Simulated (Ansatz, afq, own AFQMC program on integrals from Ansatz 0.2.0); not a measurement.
AFQMC on a folder of integrals that Ansatz 0.2.0 wrote.

```yaml
crystal:
  periodic: [false, false, false]
  atoms:
    - {symbol: B, position_ang: [-2.081509, 0.000000, 0.000000]}
    - {symbol: H, position_ang: [-2.678242, 1.033571, 0.000000]}
    - {symbol: H, position_ang: [-2.678242, -1.033571, 0.000000]}
    - {symbol: H, position_ang: [-0.773509, 0.000000, 0.000000]}
    - {symbol: S, position_ang: [0.894491, 0.000000, 0.000000]}
basis:
  gaussian: {orbitals: cc-pVTZ}
magnetization: {spin_polarized: true, initial_magnetization: 2}
correlation: {method: ccsd_t, electrons: outside_noble_gas, hamiltonian_folder: ham}
```

```sh
$ ansatz run in.yaml --threads 1 --pin off --events-out ev --progress --plain --max-ram 16896MiB --backend cuda --devices 0, --max-vram 18GiB
```

afq runs on the folder ham with

```
--method phaseless --trial cisd --walkers 1000 --populations 20 --least-time 60 --time-step 0.005 --steps-per-block 50 --equilibration-blocks 28 --max-blocks 4000 --target-error 0.00021 --factor-cut 1e-05 --start spin_pure --seed 1362 --release-times 0.24,0.51,0.99,1.62,2.4 --release-step 0.03 --release-every 3 --taylor-order 6
```

Times are imaginary, in 1/Eh. The walk had a cap of 242 s. With eight or more populations the least sampling time is a fifth of least-time, and the error comes from their spread.

```
orbitals 100  electrons 7 5  factors 591 of 597
reference energy -423.87050069 Eh
CCSD correlation -0.28938168 Eh in 12 cycles, weight of the determinant in the CISD state 0.8710
energy of the start -424.158811 Eh
 block  time / (1/Eh)  mean weight  energy / Eh
     1     0.250  1.0002  -424.155058
     2     0.500  0.9992  -424.158153
     3     0.750  0.9992  -424.161211
     4     1.000  1.0003  -424.164566
     5     1.250  0.9994  -424.166420
     8     2.000  0.9998  -424.170219
    11     2.750  0.9993  -424.171360
    15     3.750  0.9997  -424.169173
    17     4.250  1.0002  -424.169299
    23     5.750  1.0000  -424.170242
    29     7.250  0.9997  -424.171503
    35     8.750  0.9999  -424.171434
    41    10.250  1.0006  -424.171109
    47    11.750  0.9998  -424.169982
    53    13.250  0.9999  -424.169872
    59    14.750  1.0010  -424.171718
    65    16.250  1.0008  -424.170943
    71    17.750  0.9997  -424.170047
    77    19.250  1.0002  -424.170224
    79    19.750  0.9999  -424.172028
    83    20.750  0.9996  -424.170884
    87    21.750  1.0000  -424.169467
error from the spread of 20 populations
released: time / (1/Eh)  energy / Eh  error  mean overlap
  0.24  -424.170777  0.000181  1.0037
  0.51  -424.170966  0.000172  1.0044
  0.99  -424.171160  0.000151  0.9939
  1.62  -424.171249  0.000257  0.9843
  2.40  -424.171521  0.000299  0.9809
energy -424.170675 +/- 0.000165 Eh
(rows thinned)
```

(1) Estimate how long the walk took on 1 × NVIDIA H100 80GB HBM3 with 2 threads of AMD EPYC 7R13 Processor (Zen 3) (shared host) (the card was shared).

The run passed its tests (sampling time, drift between the halves within three errors, error under three times the target), which doesn't prove that it has relaxed.

Against this walk (error 4.5 meV) on the same determinant: CCSD(T) 32.1 meV higher. The error is statistical and leaves out the bias of the constraint. None of these is a sure reference here. The released energies are still falling (meV from the phaseless value at times in 1/Eh: -3 ± 5 at 0.24, -8 ± 5 at 0.51, -13 ± 4 at 0.99, -16 ± 7 at 1.62, -23 ± 8 at 2.40), so they give no level.

Cautions: constraint bias not in the error; lower spins were not checked.

Answers

(1) 2.5 min of wall time.

A walk keeps the symmetry of its determinant, which the program's search chose and which needn't be the lowest solution, so a lower state of the same spin and another symmetry isn't excluded.
